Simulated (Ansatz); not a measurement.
# CH₂BN: basis-set convergence

How large a basis does CH₂BN need? Two functionals and correlated methods are run in growing sets.

Method: one geometry, several basis sets; program: Ansatz 0.2.0, Gaussian basis.

The runs, in order: PBE0-D4/def2-SVP; ωB97M-V/def2-SVP; PBE0-D4/def2-QZVPP; ωB97M-V/def2-QZVPP; CCSD(T)/cc-pV(D+d)Z; CCSD(T)/cc-pV(T+d)Z; CCSD(T)/cc-pV(Q+d)Z; the functionals' def2-TZVPP values are taken from earlier runs.

**1. The relaxed structure**

All runs share one geometry, relaxed beforehand with PBE0-D4 in a triple-zeta def2 set.

SMILES `BC#N`, 5 atoms, charge 0, spin multiplicity 1.

Atoms are counted from 1 here; the program's logs count them from 0.

Bond lengths: B1–C2 1.522 Å, B1–H4 1.189 Å, B1–H5 1.189 Å, C2–N3 1.154 Å. Angles: C2–B1–H4 118.9°, C2–B1–H5 118.9°, H4–B1–H5 122.2°, B1–C2–N3 180.0°.

**2. PBE0-D4 in def2-SVP**

The input, in.yaml:

```yaml
crystal:
  periodic: [false, false, false]
  atoms:
    - {symbol: B, position_ang: [-0.219243, 0.441271, -0.341932]}
    - {symbol: C, position_ang: [0.352681, -0.696660, 0.490720]}
    - {symbol: N, position_ang: [0.786488, -1.559643, 1.122162]}
    - {symbol: H, position_ang: [-0.744252, 0.187407, -1.377635]}
    - {symbol: H, position_ang: [-0.125875, 1.554025, 0.065284]}
basis:
  gaussian: {orbitals: def2-SVP}
hamiltonian: {xc: pbe0, dispersion: d4}
output: {orbitals: {seedname: orbitals}}
```

The runs that follow: ωB97M-V in def2-SVP; PBE0-D4 in def2-QZVPP; ωB97M-V in def2-QZVPP; CCSD(T) in cc-pV(D+d)Z; CCSD(T) in cc-pV(T+d)Z; CCSD(T) in cc-pV(Q+d)Z.

**Question.** What will the summary of the whole plan be? Wanted: MP2 correlation recovered, cc-pV(D+d)Z; MP2 correlation recovered, cc-pV(T+d)Z; MP2 correlation recovered, cc-pV(Q+d)Z; CCSD(T) limit from def2 sets; PBE0-D4: double and triple zeta above quadruple; ωB97M-V: double and triple zeta above quadruple.

As calculated:

```
                                                                 quantity          value
                                   MP2 correlation recovered, cc-pV(D+d)Z         73.8 %
                                   MP2 correlation recovered, cc-pV(T+d)Z         90.0 %
                                   MP2 correlation recovered, cc-pV(Q+d)Z         95.8 %
CCSD(T) limit from def2 sets (earlier runs) less the limit of this series         21 meV
                          PBE0-D4: double and triple zeta above quadruple  3.87, 0.18 eV
                          ωB97M-V: double and triple zeta above quadruple  4.04, 0.16 eV
```

For PBE0-D4 the step from double to triple zeta gains 3.69 eV and the next only 0.18 eV. Correlation climbs from 74 % (cc-pV(D+d)Z) to 96 % (cc-pV(Q+d)Z) of the limit; Hartree-Fock is 0.065 eV from its own by then. A limit from the def2 sets, made apart, differs by 21 meV, a least measure of the doubt on such a limit. These are total energies; as a rule much of such shifts cancels in differences, which this series doesn't test.
